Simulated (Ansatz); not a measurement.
The same path of CH6Si + H2O (11 atoms, charge 0, multiplicity 1) was run twice with different band settings. Lost on the way: Si1–C2, O9–H11. Made: Si1–O9, C2–H11.

Method: RKS CAM-B3LYP/def2-SVP (Ansatz).

Relaxed end points:

```xyz
11
Properties=species:S:1:pos:R:3
Si 0.455 0.053 0.109
C 0.331 -0.055 1.981
H -0.729 -0.008 2.262
H 0.758 -0.997 2.355
H 0.864 0.777 2.465
H 1.890 -0.040 -0.301
H -0.070 1.347 -0.401
H -0.263 -1.076 -0.546
O -2.701 0.194 0.712
H -3.013 -0.666 1.020
H -3.085 0.822 1.336
```

```xyz
11
Properties=species:S:1:pos:R:3
Si -0.305 0.167 -1.321
C -0.406 -0.155 3.444
H -1.374 -0.205 3.961
H 0.072 -1.144 3.471
H 0.238 0.573 3.955
H 0.913 1.008 -1.380
H -1.110 0.367 -2.561
H 0.077 -1.273 -1.253
O -1.143 0.651 0.034
H -1.972 0.205 0.241
H -0.555 0.158 2.402
```

Common settings: spring 5.0 eV/Å²; optimiser quadratic models (default); start path through a guess of the saddle point; force threshold 0.05 eV/Å; iteration limit 60; end points relaxed.

| run | movable images | climbing image |
| --- | --- | --- |
| 1 | 9 | yes |
| 2 | 8 | no |

Question: What does each run give, and how far can it be trusted?

Answer: Run 1: converged after 20 iterations, highest image 2.058 eV above the first end. Neighbouring images differ by up to 2.1 eV, so the band resolves the path poorly. A vibrational analysis at the climbing image gives one clearly imaginary mode, 1168i cm⁻¹: a first-order saddle point.
Run 2: not converged after 60 iterations, highest image 1.572 eV above the first end. The band didn't meet its force threshold, so its energies are provisional: the largest band force was still 0.21 eV/Å, and over the last iterations the top moved between 1.57 and 1.81 eV. Neighbouring images lie up to 1.7 Å apart, so the band is torn or far too coarse.
The orbitals stay closed-shell, which can raise the energy where a bond breaks towards radicals; this wasn't checked here.
